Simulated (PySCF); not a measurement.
How the functional moves excitation energies

Compound: C5H11N.
InChI=1S/C5H11N/c1-4-5(2)6-3/h4H2,1-3H3/b6-5-

Linear-response calculations in the def2-SVPD basis (PySCF; singlets by full response, triplets Tamm–Dancoff, core orbitals frozen in the response; HF means time-dependent Hartree–Fock). 'Strongest' is the level of largest summed f among the singlets computed (10 roots, of which the last may lack a degenerate partner); it can jump between rows when another state enters that window. S1 is the lowest singlet of each run and needn't be the same state throughout; f(S1) is that of one state. One conformer (not necessarily the lowest) at the PBE0-D3(BJ)/def2-SVP geometry, without solvent, vibrations or thermal averaging.

```json
{"functional": "LDA", "kind": "LDA", "S1 (eV)": "4.63", "f(S1)": "0.001", "strongest (eV)": "7.20", "T1 (eV)": "4.04", "HOMO (eV)": "-5.39", "gap (eV)": "4.29", "ionisation energy, ΔSCF (eV)": "8.73"}
{"functional": "PBE", "kind": "GGA", "S1 (eV)": "4.70", "f(S1)": "0.001", "strongest (eV)": "7.29", "T1 (eV)": "4.02", "HOMO (eV)": "-5.30", "gap (eV)": "4.39", "ionisation energy, ΔSCF (eV)": "8.57"}
{"functional": "B3LYP", "kind": "global hybrid, 20% exact exchange", "S1 (eV)": "4.95", "f(S1)": "0.001", "strongest (eV)": "7.45", "T1 (eV)": "4.25", "HOMO (eV)": "-6.53", "gap (eV)": "6.41", "ionisation energy, ΔSCF (eV)": "8.78"}
{"functional": "PBE0", "kind": "global hybrid, 25% exact exchange", "S1 (eV)": "5.02", "f(S1)": "0.001", "strongest (eV)": "7.63", "T1 (eV)": "4.25", "HOMO (eV)": "-6.75", "gap (eV)": "6.90", "ionisation energy, ΔSCF (eV)": "8.72"}
{"functional": "BHandHLYP", "kind": "global hybrid, 50% exact exchange", "S1 (eV)": "5.28", "f(S1)": "0.001", "strongest (eV)": "7.63", "T1 (eV)": "4.52", "HOMO (eV)": "-8.16", "gap (eV)": "9.19", "ionisation energy, ΔSCF (eV)": "8.72"}
{"functional": "CAM-B3LYP", "kind": "range-separated hybrid", "S1 (eV)": "5.10", "f(S1)": "0.002", "strongest (eV)": "7.51", "T1 (eV)": "4.36", "HOMO (eV)": "-8.18", "gap (eV)": "9.31", "ionisation energy, ΔSCF (eV)": "8.87"}
{"functional": "wB97X-D", "kind": "range-separated hybrid", "S1 (eV)": "5.10", "f(S1)": "0.002", "strongest (eV)": "7.61", "T1 (eV)": "4.41", "HOMO (eV)": "-8.65", "gap (eV)": "10.60", "ionisation energy, ΔSCF (eV)": "8.81"}
{"functional": "LC-wPBE", "kind": "range-separated hybrid", "S1 (eV)": "5.19", "f(S1)": "0.002", "strongest (eV)": "7.88", "T1 (eV)": "4.39", "HOMO (eV)": "-9.49", "gap (eV)": "11.77", "ionisation energy, ΔSCF (eV)": "8.93"}
```

Question: What does HF (Hartree–Fock) give?

Answer: S1 (eV) 5.77, f(S1) 0.001, strongest (eV) 7.92, T1 (eV) 4.22, HOMO (eV) -10.38, gap (eV) 13.02, ionisation energy, ΔSCF (eV) not settled. S1 runs from 4.63 eV (LDA) to 5.77 eV (HF), a spread of 1.14 eV, while the orbital gap spreads over 8.7 eV. Along PBE (0%), B3LYP (20%), PBE0 (25%), BHandHLYP (50%), HF (100%) S1 rises with the share of exact exchange. −ε(HOMO) comes closest to its own ΔSCF ionisation energy with wB97X-D (-0.16 eV) and misses most with LDA (-3.34 eV). 'Not settled' means that the ion's SCF failed to converge or may have ended in another state than the lowest.
